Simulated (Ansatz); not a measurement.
## CHN, SMILES [C-]#[NH+]: the interaction energy of a dimer with the counterpoise correction, step by step

With the Python package of Ansatz (0.2.0).

Notebook, run cell by cell (the value of a cell's last expression is shown):

In [1]:
```python
import ansatz as az

FIRST = [
    ("C", (1.1035, 0.1894, 0.0)),
    ("N", (-0.0497, -0.0085, 0.0)),
    ("H", (-1.0538, -0.1809, 0.0)),
]
SECOND = [
    ("C", (-2.4556, -2.1889, 1.0623)),
    ("N", (-2.2504, -1.9321, -0.0607)),
    ("H", (-2.0718, -1.7086, -1.0384)),
]

def energy(atoms, ghosts=()):
    molecule = az.Crystal.molecule()
    for symbol, xyz in atoms:
        molecule = molecule.atom(symbol, xyz)
    calc = (
        molecule.calculation()
        .basis(gaussian="def2-SVPD")
        .functional("pbe", dispersion="d4")
    )
    deck = calc.input()
    if ghosts:
        deck = deck.set(az.key.basis.gaussian.ghost_atoms, [{"symbol": s, "position_ang": list(xyz)} for s, xyz in ghosts])
    return az.Session.from_dict(deck).plan().execute().report["free_energy_ev"]
```

In [2]:
```python
# monomers in their own basis and in the basis of the dimer
both = energy(FIRST + SECOND)
alone = energy(FIRST) + energy(SECOND)
ghosted = energy(FIRST, SECOND) + energy(SECOND, FIRST)
print(f"dimer {both:.6f} eV")
print(f"interaction, uncorrected   {96.485332 * (both - alone):8.3f} kJ/mol")
print(f"interaction, counterpoise  {96.485332 * (both - ghosted):8.3f} kJ/mol")
print(f"basis-set superposition    {96.485332 * (alone - ghosted):8.3f} kJ/mol")
```
```text
dimer -5073.295011 eV
interaction, uncorrected      4.231 kJ/mol
interaction, counterpoise     7.474 kJ/mol
basis-set superposition       3.243 kJ/mol
```

Uncorrected it is 4.231 kJ/mol, with the counterpoise correction 7.474 kJ/mol; the difference, 3.243 kJ/mol, is the superposition error. In this basis both values are repulsive.

What to keep in mind:
- Total energies depend on the basis set; only differences at equal settings carry meaning.
- The dimer is a generated trial pose of unrelaxed monomers, not a minimum, so the figure is no binding energy, and the basis set is small.
- It ran for 3.7 s on 1 thread of Arm Neoverse V2, on a shared host, peak memory 0.16 GiB.
